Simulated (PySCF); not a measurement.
B3LYP has the VWN-RPA correlation part, as in Gaussian. 

# CH3, SMILES `[CH3]` (charge 0, multiplicity 2)

These are B3LYP-D3(BJ)/def2-TZVP in PySCF 2.14.0 values and carry that method's errors.

| Item | Value |
|---|---|
| highest occupied spin orbital | -6.45 eV |
| dipole moment | 0.00 D |
| total energy | -39.8602 Ha |
| cost | roughly 8 core-seconds |

```xyz
4

C      0.0000     0.0000    -0.0001
H      1.0690    -0.1468    -0.0002
H     -0.6617    -0.8524     0.0015
H     -0.4073     0.9992    -0.0012
```
Charge 0, spin multiplicity 2.
